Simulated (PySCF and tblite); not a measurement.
The numbers below are computed, except where a source is named.
C4H6O, numbered as in [CH3:1]/[CH:2]=[CH:3]/[CH:4]=[O:5].

Geometries GFN2-xTB; weights from PBE0-D3(BJ)/pcSseg-1 (IEF-PCM, chloroform) energies and GFN2-xTB thermal corrections, with symmetry numbers and mirror pairs. Conformers within 3 kcal/mol (GFN2-xTB free energy) were kept, 10 at most. Codes: tblite and PySCF.

Rotational constants are equilibrium values for the commonest isotopes; dipoles come from the energy level named and are polarised by its solvent model.

Torsions listed: C2–C3–C4–O5.

| conformer | shape | symmetry | weight % |
| --- | --- | --- | --- |
| 1 | 180° | Cs | 94.1 |
| 2 | 0° | Cs | 5.9 |

Sets of constants, in random order:

| set | A (MHz) | B (MHz) | C (MHz) | abs μa (D) | abs μb (D) | abs μc (D) |
| --- | --- | --- | --- | --- | --- | --- |
| P | 19408 | 2646 | 2362 | 3.45 | 1.88 | 0.00 |
| Q | 33245 | 2201 | 2091 | 4.85 | 1.32 | 0.00 |

(1) Match each set to its conformer.

## Answers

(1) P is conformer 2, Q is conformer 1.
